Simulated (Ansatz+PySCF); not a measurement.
## doublet CN: levels of theory in one basis

```xyz
2

C    -0.7011    0.0000    1.4256
N     0.2965    0.0000    2.1229
```

Basis set: cc-pVTZ (spherical functions). Correlated methods keep 2 orbitals frozen. Correlation on ROHF uses semicanonical orbitals with singles. Charge 0, multiplicity 2.

Computed with Ansatz (development build ahead of 0.2.0); each method stands on the lowest determinant of its kind that the runs found.

| method | E − E(ROHF) (eV) | <S²> of the determinant |
| --- | --- | --- |
| ROHF | 0.00 | 0.75 |
| UHF | -0.36 | 1.35 |
| ROHF-MP2 | -7.51 | – |
| UHF-MP2 | -7.54 | 1.35 |

Caution for UHF, UHF-MP2: the unrestricted determinant is spin contaminated. Caution for ROHF-MP2, UHF-MP2: forces differ strongly between restricted and unrestricted references. Caution for ROHF-MP2: another reference gives a lower total.
